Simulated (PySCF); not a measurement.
Two-photon absorption: SMILES CC=C=CF, C4H5F

Geometry:
```csv
atom,x (Å),y (Å),z (Å)
C1,-1.439,-0.033,0.834
C2,-0.628,0.193,-0.401
C3,0.631,-0.108,-0.538
C4,1.872,-0.458,-0.691
F5,2.901,0.363,-0.401
H6,-1.843,0.914,1.202
H7,-0.842,-0.489,1.623
H8,-2.293,-0.681,0.617
H9,-1.142,0.650,-1.246
H10,2.203,-1.421,-1.060
```

Computed with TDDFT CAM-B3LYP/def2-TZVPD excited states, vertical, gas phase (PySCF 2.14.0). Geometry: PBE0-D3(BJ)/def2-TZVP.

Question: How strongly do the lowest singlets absorb one photon, and two photons of half the energy?

Answer: δ for parallel linear polarisation; σ at the peak of a Lorentzian of half width 0.1 eV, single beam; Ω is circular over linear.
| state | E (eV) | f | photon λ (nm) | δ (au) | σ (GM) | Ω | main |
| --- | --- | --- | --- | --- | --- | --- | --- |
| S1 | 5.15 | 0.001 | 481 | 0.62 | 0.01 | 1.43 | HOMO→LUMO 0.73, HOMO→LUMO+1 0.19 |
| S2 | 6.49 | 0.001 | 382 | 2.84 | 0.04 | 0.70 | HOMO−1→LUMO+1 0.39, HOMO−1→LUMO+4 0.19 |
| S3 | 6.76 | 0.023 | 367 | 97.1 | 1.62 | 0.39 | HOMO→LUMO+1 0.53, HOMO→LUMO 0.20 |
| S4 | 7.02 | 0.111 | 353 | 46.2 | 0.83 | 0.62 | HOMO−1→LUMO 0.53, HOMO→LUMO+2 0.26 |
| S5 | 7.36 | 0.083 | 337 | 11.8 | 0.23 | 1.49 | HOMO−1→LUMO+2 0.23, HOMO−1→LUMO+1 0.18 |
| S6 | 7.58 | 0.513 | 327 | 18.1 | 0.38 | 1.11 | HOMO→LUMO+3 0.35, HOMO−1→LUMO+1 0.18 |

Among these, the strongest one-photon state is S6, the strongest two-photon state S3, with a dipole change of 2.4 D (relaxed, norm of the difference vector).
